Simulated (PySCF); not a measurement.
# BN₂: from structure and modes to constants

These are results of UPBE0 in PySCF with B def2-TZVP, N def2-TZVP; no relativity; density-fitted integrals, not measurements.

The quartet minimum has C∞v symmetry. Masses (u): B 11.00930, N 14.00307.

```xyz
3
charge 0 multiplicity 4, angstrom
B     1.3632    0.0000    0.0000
N     0.0490    0.0000    0.0000
N    -1.1207    0.0000    0.0000
```

Harmonic wavenumbers (cm⁻¹): 469.7 (π, ×2), 1286.4 (σ+, ×1), 1702.5 (σ+, ×1).

Q: Find the principal moments of inertia and the rotational constants. What kind of rotor is it?

A: About the centre of mass I = 38.079 u Å². With B = 16.8576/I this gives 0.4427 cm⁻¹. The molecule is linear.

Q: What is the harmonic zero-point energy?

A: Half the sum of all 4 wavenumbers, 3928/2 = 1964 cm⁻¹, which is 23.5 kJ/mol (1 cm⁻¹ = 0.0119627 kJ/mol).

Q: Find the vibrational entropy and heat capacity at 298.15 K.

A: With u = 1.43878 ω/T, each mode gives S = R[u/(eᵘ−1) − ln(1−e⁻ᵘ)] and C = R u² eᵘ/(eᵘ−1)².
| ω (cm⁻¹) | u | S (J/(mol K)) | C (J/(mol K)) |
| --- | --- | --- | --- |
| 469.7 (×2) | 2.267 | 3.09 | 5.51 |
| 1286.4 | 6.208 | 0.12 | 0.65 |
| 1702.5 | 8.216 | 0.02 | 0.15 |
The sums over all modes are S = 6.3 and C = 11.8 J/(mol K); the softest mode gives 49 % of the entropy (each member, where degenerate).

Q: Give the standard entropy (298.15 K, 1 bar) by its translational, rotational, vibrational and spin parts, and Cp.

A: Sackur–Tetrode with M = 39.02 u gives 154.6; rotation with symmetry number 1 gives 59.4; vibration 6.3; spin R ln 4 = 11.5. The total is 231.8 J/(mol K), and Cp = 7/2 R + 11.8 = 40.9 J/(mol K).

This need not be the most stable arrangement of these atoms.
